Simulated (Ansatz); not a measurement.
# H₂S (singlet): from Hartree-Fock to the top rungs at angle H2–S1–H3 = 91.5°, cc-pVDZ

Aim: climb from Hartree-Fock through coupled cluster and multireference methods for H₂S (singlet) at one geometry and basis, and see what each rung misses.

Method: cc-pVDZ, core rule «outside noble gas», up to 5 orbitals frozen; program: Ansatz 0.2.0, Gaussian basis.

The runs, in order: UHF; CCSD(T) on RHF; BCCD(T) on RHF; CISD; CCSDT(Q) on RHF; CCSDTQ on RHF; CASSCF and MRCISD+Q, 2 electrons in 2 orbitals; CASSCF and NEVPT2, 2 electrons in 2 orbitals; CASSCF and MRCISD+Q, 8 electrons in 6 orbitals; CASSCF and NEVPT2, 8 electrons in 6 orbitals; Full CI.

14 further runs of the same task are left out: 11 that didn't finish, 3 set aside as unsound or not needed. Runs told in other sessions of the task aren't counted.

## (1) What is computed

The geometry derives from a PBE0/def2-TZVP stationary point (not a proven minimum). One angle is set to the value named; bond lengths are kept.

3 atoms, charge 0, spin multiplicity 1.

Atoms are counted from 1 here; the program's logs count them from 0.

Bond lengths: S1–H2 1.341 Å, S1–H3 1.341 Å. Angles: H2–S1–H3 91.5°.

## (2) UHF

Contents of in.yaml:

```yaml
crystal:
  periodic: [false, false, false]
  atoms:
    - {symbol: S, position_ang: [0.000000, -0.055357, 0.000000]}
    - {symbol: H, position_ang: [0.000000, 0.880517, -0.960699]}
    - {symbol: H, position_ang: [0.000000, 0.880514, 0.960701]}
basis:
  gaussian: {orbitals: cc-pVDZ}
magnetization: {spin_polarized: true, initial_magnetization: 0}
hamiltonian: {xc: hf}
output: {orbitals: {seedname: orbitals}}
```

Run with:

```
$ ansatz run in.yaml --threads 1 --pin off --events-out ev --progress --plain --max-ram 2393MiB
```

The runs that follow: CCSD(T) on RHF; BCCD(T) on RHF; CISD; CCSDT(Q) on RHF; CCSDTQ on RHF; CASSCF and MRCISD+Q, 2 electrons in 2 orbitals; CASSCF and NEVPT2, 2 electrons in 2 orbitals; CASSCF and MRCISD+Q, 8 electrons in 6 orbitals; CASSCF and NEVPT2, 8 electrons in 6 orbitals; Full CI.

Q: Predict the results of all the runs planned. Wanted: FCI from the RHF energy; RMP2 from FCI; RCCSD from FCI; RCCSD(T) from FCI; RCCSDT(Q) from FCI; NEVPT2 pair from FCI; MRCISD+Q pair from FCI; NEVPT2 valence from FCI; T1 diagnostic.

As calculated:

```
                         quantity                                                                           value
          FCI from the RHF energy                                                                      -4.6585 eV
                    RMP2 from FCI                                                                 +16.65 kcal/mol
                   RCCSD from FCI                                                                  +2.52 kcal/mol
                RCCSD(T) from FCI                                                                  +0.43 kcal/mol
               RCCSDT(Q) from FCI                                                                  +0.02 kcal/mol
             NEVPT2 pair from FCI                                                                 +16.79 kcal/mol
           MRCISD+Q pair from FCI                                                                  -0.27 kcal/mol
          NEVPT2 valence from FCI                                                                 +18.72 kcal/mol
levels within 1 kcal/mol (43 meV)  RCCSD(T), BCCD(T), RCCSDT, RCCSDT(Q), RCCSDTQ, MRCISD+Q pair, MRCISD+Q valence
                    T1 diagnostic                                                                           0.007
   effectively unpaired electrons                                                                            0.05
```

What this shows: RCCSD(T) misses by +0.43 kcal/mol, 0.4 % of the correlation energy. MRCISD+Q pair, MRCISD+Q valence fall below full CI: the +Q correction isn't variational, and the cores differ from full CI's. One determinant dominates. Of the multireference levels listed MRCISD+Q valence comes nearest in total energy (-0.17 kcal/mol), which doesn't show that its space is the better one. These misses are within one basis, not against nature.
